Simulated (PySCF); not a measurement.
## Helium: a sound run and one with changed settings

Sound run: He 1s2, He+ 1s1. All numbers are calculated (PySCF 2.14, no relativity, point nucleus, in pcseg-2 (3s2p1d, 14 functions)). The sound run starts from symmetry-adapted Hartree-Fock orbitals and uses a fine grid where one is needed.

Changed run: initial guess 1e, at most 50 SCF cycles, level shift 10.0 hartree.

```csv
species,method,sound run (hartree),changed run (hartree),converged
He,UHF,-2.86097,-2.86097,no
He,M06-2X,-2.90435,-2.90435,no
He,PBE0,-2.89457,-2.89457,no
He+,UHF,-1.99826,-1.99826,yes
He+,M06-2X,-1.99636,-1.99636,yes
He+,PBE0,-1.99547,-1.99547,yes
```

A level shift slows the SCF but leaves a converged energy unchanged.
